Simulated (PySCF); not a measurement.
Compound: 3-methoxypropionitrile, C₄H₇NO.
SMILES with atom numbers: `[CH3:1][O:2][CH2:3][CH2:4][C:5]#[N:6]` (hydrogens: H7, H8, H9 on C1; H10, H11 on C3; H12, H13 on C4)

Cartesian coordinates in Å at the PBE0-D3(BJ)/def2-SVP level; atoms count from 1:
```
atom  x, y, z in Å
C1     2.2210    0.1149    0.4787
O2     1.0022   -0.3576   -0.0083
C3    -0.0759    0.4705    0.2855
C4    -1.3185   -0.1881   -0.2983
C5    -2.5231    0.5988   -0.0822
N6    -3.4694    1.2391    0.0994
H7     2.2129    0.2205    1.5810
H8     2.4877    1.0975    0.0429
H9     2.9958   -0.6127    0.2022
H10   -0.1972    0.6053    1.3797
H11    0.0563    1.4819   -0.1498
H12   -1.1730   -0.3418   -1.3792
H13   -1.4501   -1.1842    0.1525
```

Method used: PBE0-D3(BJ)/def2-SVP geometry optimisation, gas phase (PySCF 2.14.0).

Take the most abundant isotopes and a rigid rotor. The values belong to one conformer with, in the numbering `[CH3:1][O:2][CH2:3][CH2:4][C:5]#[N:6]`, C1–O2–C3–C4 -179°, O2–C3–C4–C5 -179°.

(1) What are A, B and C (GHz)?

(2) What kind of rotor is it?

(3) Is it planar, by Δ = Ic − Ia − Ib?

(4) Give the other two planar moments, Paa and Pbb, and the rms extents of the mass along the axes.

(5) Which types of transition are allowed, and where do some lines up to J = 4 fall?

Answers

(1) Ia = 27.11, Ib = 355.90, Ic = 373.42 u·Å²; 505379 MHz·u·Å²/I gives 18642, 1420 and 1353 MHz, that is A = 18.642, B = 1.4200, C = 1.3534 GHz.

(2) A near-prolate asymmetric top; Ray's κ = -0.992.

(3) Not planar: Δ = Ic − Ia − Ib = -9.60 u·Å². For a rigid frame Δ = −2 Σ m c², so Σ m c² = 4.80 u·Å² lies off the ab plane, practically all of it from hydrogen. The atom farthest from that plane is 0.91 Å away.

(4) Paa = Σ m a² = (Ib + Ic − Ia)/2 = 351.11 and Pbb = Σ m b² = (Ia + Ic − Ib)/2 = 22.31 u·Å². With the mass M = 85.05 u, the rms extents √(P/M) along a, b and c are 2.03, 0.51, 0.24 Å.

(5) The dipole components are |μa| = 3.75 D, |μb| = 0.31 D, |μc| = 0.05 D. The squared components, which scale the intensities, stand as 1.00 : 0.01 : 0.00 (a : b : c). Some lines, for components of 0.1 D or more:

```tsv
type	branch	J(Ka,Kc)	MHz	lower level (cm⁻¹)
a	R	2(1,2) ← 1(1,1)	5480	0.667
a	R	2(1,1) ← 1(1,0)	5613	0.669
a	R	3(1,3) ← 2(1,2)	8220	0.850
a	R	3(2,2) ← 2(2,1)	8320	2.580
a	R	3(1,2) ← 2(1,1)	8420	0.856
a	R	4(0,4) ← 3(0,3)	11092	0.555
a	R	4(3,2) ← 3(3,1)	11094	5.735
b	Q	4(1,3) ← 4(0,4)	17591	0.925
b	R	3(1,3) ← 2(0,2)	25376	0.278
b	Q	4(2,3) ← 4(1,4)	52100	1.490
b	R	2(2,0) ← 1(1,1)	57347	0.667
b	R	3(2,2) ← 2(1,1)	59987	0.856
b	R	4(2,3) ← 3(1,2)	62660	1.137
b	Q	4(3,1) ← 4(2,2)	86275	3.228
b	Q	4(4,0) ← 4(3,1)	120788	6.105
```

Stationary, but not proved a minimum. Zero-point vibration and centrifugal distortion are left out. A rigid rotor knows nothing of internal rotation, which can split or shift real lines. Quadrupole hyperfine structure (14N) is left out.
